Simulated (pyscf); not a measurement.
PySCF, gas phase, ωB97X-D3(BJ)/def2-SVP geometries. Correlated levels are frozen-core, on RHF or UHF. ΔMP2 is the change of the MP2 total energy from the triple- to the quadruple-zeta basis.

SMILES: CB(C)F
```xyz
10

C     -1.3105     1.1291    -0.7928
B     -0.0404     0.2537    -0.4813
C      0.2578    -1.1546    -1.1168
F      0.8509     0.7473     0.3933
H     -1.1159     2.2079    -0.6900
H     -1.7464     0.9209    -1.7818
H     -2.0813     0.8683    -0.0429
H      0.9546    -1.7594    -0.5167
H     -0.6606    -1.7296    -1.3142
H      0.7334    -0.9806    -2.1005
```

Problem. How much does it cost (ΔH, 298 K, CCSD(T)/def2-TZVPP + ΔMP2(QZVPP)) to split `[CH3][B]([CH3])[F]` at its B–F bond into [H₃C–B–CH₃]• + F•?

Solution. B–F to [H₃C–B–CH₃]• + F•: 169.6 kcal/mol. The radicals are drawn with the spin at the cut bond; how far it spreads was not checked. Other isomers of [H₃C–B–CH₃]• were not searched in full and may lie lower. The CCSD(T) − MP2 part came from Ansatz, without density fitting, on the same reference. Left out: the spin-orbit lowering of F.
